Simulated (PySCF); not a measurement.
Consider hydroxymethyl, `[CH2]O` (CH3O•, doublet). Coordinates in Å; atoms count from 1 in this order:
```
C    -0.4462    0.0195   -0.0066
O     0.7991   -0.5398    0.0017
H    -1.2411   -0.6819    0.1443
H    -0.5686    1.0607    0.2258
H     1.4708    0.1467   -0.0644
```

These are calculated values, PBE0-D3(BJ)/ma-def2-TZVP in PySCF (grid level 2) at geometries from GFN2-xTB. Thermal corrections: GFN2-xTB frequencies, unscaled, ideal gas at 298.15 K and 1 bar, quasi-RRHO entropy.

Task: What are the vertical and the adiabatic ionisation energy for forming the singlet cation?

Result: 8.17 eV vertical and 7.64 eV adiabatic, the latter with zero-point energy.

Task: What oxidation potential follows in DMF (IEF-PCM), given that Fc+/Fc comes at 4.40 V absolute with this functional and basis?

Result: In the gas phase ΔG of oxidation is 7.668 eV, and solvation is -20.4 kJ/mol for the parent and -313.2 kJ/mol for the product, so the absolute potential is 4.63 V, or 0.23 V against Fc+/Fc. Fc+/Fc in DMF, 4.40 V, is PBE0-D3(BJ)/ma-def2-TZVP on PBE0-D3(BJ)/def2-SVP structures with GFN2-xTB thermal terms. Benchmark calculations put it near 5.0 V in acetonitrile and DMSO, so it is about 0.6 V low, and the value against it can read up to that much too high. The solvent is electrostatics only, on gas-phase structures; the absolute scale refers to an electron at rest in vacuum.
